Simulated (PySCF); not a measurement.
C4H9N.
SMILES: `C/C=N/CC`

Vertical excitations from PySCF (density fitting, frozen core in the response, grid level 2 and gas phase unless stated; continuum runs use non-equilibrium linear response for the excitations) on a GFN2-xTB geometry. Reference run:

| settings | S1, eV (f) | S2, eV (f) | S3, eV (f) | S4, eV (f) | S5, eV (f) | S6, eV (f) | T1, eV (Tamm–Dancoff) | mean α (au) |
| --- | --- | --- | --- | --- | --- | --- | --- | --- |
| PBE0/def2-SVPD, full TDDFT, 6 singlets | 5.17 (0.001) | 7.00 (0.022) | 7.36 (0.018) | 7.63 (0.143) | 7.76 (0.422) | 8.04 (0.012) | 4.35 | 60.7 |

**Question.** What do these settings give: X3LYP/def2-SVPD, IEF-PCM cyclohexane, grid level 3, level shift 0.3 Eh, TDA, 3 singlets?

**Answer.** 
```csv
settings,"S1, eV (f)","S2, eV (f)","S3, eV (f)","S4, eV (f)","S5, eV (f)","S6, eV (f)","T1, eV (Tamm–Dancoff)",mean α (au)
"X3LYP/def2-SVPD, IEF-PCM cyclohexane, grid level 3, level shift 0.3 Eh, TDA, 3 singlets",5.23 (0.003),6.82 (0.021),7.13 (0.049),–,–,–,–,68.2
```

S1 moves by +0.06 eV; functional, environment and response scheme change together, so the shift can't be laid on one. States are counted by energy in each run and needn't keep their character from row to row.

**Question.** Which orbital pairs make up S1 in each run, and how does it sit against the orbital gap?

**Answer.** 
```json
{"settings": "PBE0/def2-SVPD, full TDDFT, 6 singlets", "S1 configurations (weight)": "H→L 0.98", "S1 (eV)": "5.17", "orbital gap (eV)": "7.17", "S1 − gap (eV)": "-2.00"}
{"settings": "X3LYP/def2-SVPD, IEF-PCM cyclohexane, grid level 3, level shift 0.3 Eh, TDA, 3 singlets", "S1 configurations (weight)": "H→L 0.98", "S1 (eV)": "5.23", "orbital gap (eV)": "6.91", "S1 − gap (eV)": "-1.68"}
```

One conformer (not necessarily the lowest) at the GFN2-xTB geometry, without vibrations or thermal averaging.

Shape of the structure used: `[CH3:1]/[CH:2]=[N:3]/[CH2:4][CH3:5]`: C2–N3–C4–C5 120°.
